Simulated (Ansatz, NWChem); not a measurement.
# How basis sets differ on CH2AlN (SMILES N#[C][AlH2])

CH2AlN has 5 atoms, charge 0, and is taken as a singlet. SMILES: `N#[C][AlH2]`. Geometry: relaxed at PBE0-D4/def2-TZVP.

Each level gives the vertical ionisation energy (to the doublet cation) (eV). The values are calculated.

```
          level                 kind  program  value (eV)  CPU time (all runs)
     MP2/STO-3G  perturbation theory   Ansatz        9.97               0.66 s
   MP2/def2-SVP  perturbation theory   NWChem       12.16                 11 s
MP2/aug-cc-pVDZ  perturbation theory   Ansatz       12.91                 14 s
  MP2/def2-TZVP  perturbation theory   NWChem       13.01                 99 s
 MP2/def2-TZVPP  perturbation theory   NWChem       13.03              2.4 min
```

The values span 9.97 to 13.03 eV. Spin contamination of the reference (⟨S²⟩ at least 0.1 too high) touches MP2/STO-3G, MP2/def2-SVP (up to 0.32 too high). Without the sets that lack polarisation functions the rows with a basis span only 12.16 to 13.03 eV. Times are those of the runs behind each value, whatever else they computed, on shared processors of several kinds: orders of magnitude only.
